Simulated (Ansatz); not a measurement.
## Several solutions for doublet NS

```xyz
2

N     0.0000    0.0000    0.0000
S     0.0000    0.0000    4.4700
```

Basis set: def2-SVP (spherical functions). Charge 0, multiplicity 2.

UHF was run from several starts with Ansatz (development build ahead of 0.2.0).

| run | program | start | converged | energy (hartree) | <S²> |
| --- | --- | --- | --- | --- | --- |
| A | Ansatz | stability test followed | yes | -451.62025 | 2.78 |
| B | Ansatz | atomic start, no search | yes | -451.47855 | 0.75 |
| C | Ansatz | search for the lowest state | yes | -451.70300 | 2.76 |

Problem. Which runs reached the lowest solution of this kind, and what is wrong with the others?

Solution. C reached the lowest solution found. Converged but too high: A by 2.25 eV, B by 6.11 eV. Convergence only shows a stationary point, and even a stable one can lie too high; stability tests and further starts are what find lower ones. Caution: the unrestricted determinant is a mixture of spin states.
